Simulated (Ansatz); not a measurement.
**C₂H₇NS₂: a ladder of functionals and wavefunction methods**

One table from this session's results is given with a row withheld; the runs are named, their logs left out.

Method: functionals in def2-TZVPP, the program's frozen cores in correlated methods; program: Ansatz 0.2.0, Gaussian basis.

The runs, in order: PBE-D4, r2SCAN-D4, PBE0-D4, B3LYP-D4, ωB97X-V, ωB97M-V, B2PLYP; CCSD(T)/def2-TZVPP; MP2/def2-QZVPP; extrapolation to the limit.

### The relaxed structure

The geometry comes from an earlier relaxation with PBE0-D4 in a triple-zeta def2 set; it is a stationary point, not always the lowest conformer.

SMILES `CNCSS`, 12 atoms, charge 0, spin multiplicity 1.

Atoms are counted from 1 here; the program's logs count them from 0.

Bond lengths: C1–N2 1.447 Å, C1–H6 1.093 Å, C1–H7 1.098 Å, C1–H8 1.091 Å, N2–C3 1.414 Å, N2–H9 1.013 Å, C3–S4 1.863 Å, C3–H10 1.090 Å, C3–H11 1.095 Å, S4–S5 2.037 Å, S5–H12 1.349 Å. Angles: N2–C1–H6 109.3°, N2–C1–H7 113.7°, N2–C1–H8 109.3°, H6–C1–H7 107.9°, H6–C1–H8 107.7°, H7–C1–H8 108.8°, C1–N2–C3 115.7°, C1–N2–H9 111.3°, C3–N2–H9 110.1°, N2–C3–S4 117.4°, N2–C3–H10 110.2°, N2–C3–H11 110.7°, S4–C3–H10 106.6°, S4–C3–H11 102.6°, H10–C3–H11 108.8°, C3–S4–S5 101.2°, S4–S5–H12 99.5°.

The first run:

Contents of in.yaml:

```yaml
crystal:
  periodic: [false, false, false]
  atoms:
    - {symbol: C, position_ang: [-1.215706, -0.830068, 0.823137]}
    - {symbol: N, position_ang: [0.208520, -0.739013, 0.586071]}
    - {symbol: C, position_ang: [0.592001, -0.452284, -0.744480]}
    - {symbol: S, position_ang: [0.017831, 1.162924, -1.472914]}
    - {symbol: S, position_ang: [0.768642, 2.494182, -0.126384]}
    - {symbol: H, position_ang: [-1.629040, -1.650606, 0.230292]}
    - {symbol: H, position_ang: [-1.765657, 0.084355, 0.562565]}
    - {symbol: H, position_ang: [-1.391940, -1.058318, 1.875093]}
    - {symbol: H, position_ang: [0.646391, -0.085508, 1.223745]}
    - {symbol: H, position_ang: [1.678562, -0.466515, -0.834002]}
    - {symbol: H, position_ang: [0.170637, -1.189866, -1.435322]}
    - {symbol: H, position_ang: [1.996859, 2.675618, -0.653699]}
basis:
  gaussian: {orbitals: def2-TZVPP}
hamiltonian: {xc: pbe, dispersion: d4}
output: {forces: true, orbitals: {seedname: orbitals}}
```

Started as:

```
ansatz run in.yaml --threads 4 --pin off --events-out ev --progress --plain --max-ram 10444MiB
```

Among the steps run: PBE-D4 (GGA); r2SCAN-D4 (meta-GGA); PBE0-D4 (hybrid); B3LYP-D4 (hybrid); ωB97X-V (range-separated); ωB97M-V (range-separated); B2PLYP (double hybrid); CCSD(T) in def2-TZVPP; MP2 in def2-QZVPP.

One table of the session follows, with a row left open; its other results are not shown here.

It belongs to the step «Atomisation energies». 

| method | atomisation energy (kcal/mol) |
| --- | --- |
| PBE-D4 | 1024.5 |
| r2SCAN-D4 | 998.0 |
| PBE0-D4 | 1003.3 |
| B3LYP-D4 | 997.9 |
| ωB97X-V | 1001.3 |
| ωB97M-V | 1002.7 |
| B2PLYP | 982.1 |
| HF/def2-TZVPP | 688.5 |
| MP2/def2-TZVPP | 976.1 |
| CCSD/def2-TZVPP | ? |
| CCSD(T)/def2-TZVPP | 964.1 |
| MP2/CBS | 1007.1 |
| CCSD(T)/CBS | 995.1 |

Q: Estimate the row for CCSD/def2-TZVPP from the others.

As computed: atomisation energy (kcal/mol): 946.7. In the column «atomisation energy (kcal/mol)» it lies between HF/def2-TZVPP (688.5) and CCSD(T)/def2-TZVPP (964.1).

Caveats from the session: Free atoms (2 C, 1 N, 2 S, 7 H) were run apart at each level; the atomisation energy is their sum less the molecule, without zero-point or spin-orbit terms.
